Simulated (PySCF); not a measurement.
Computed with PySCF (xtb for GFN2) and rigid-rotor harmonic-oscillator thermochemistry at 1 bar. 'Table' is the NASA 1993 thermochemical table (part measured, part estimated). Open shells (unrestricted): BO (multiplicity 2). GFN2 has no spin-polarisation term. The harmonic model lacks anharmonicity and excited electronic states, which grow with temperature; levels with a mode under 35 cm⁻¹ are left out. The table's entry may be an old estimate for BO (not checked at source).

Harmonic frequencies at GFN2-xTB (cm⁻¹): 2090. Point group C∞v; S°(298 K) = 203.1 J/mol/K at this level.

### Question
Work out Cp and S° of gaseous BO at 500, 800, 1200, 1600, 2000 K from these, and set them beside the table.

### Answer
```csv
T (K),Cp GFN2-xTB,Cp table,S° GFN2-xTB,S° table
500,29.8,30.3,218.3,218.8
800,32.0,32.7,232.8,233.5
1200,34.2,34.8,246.2,247.2
1600,35.3,35.9,256.2,257.4
2000,36.0,36.7,264.2,265.5
```
Units J/mol/K.
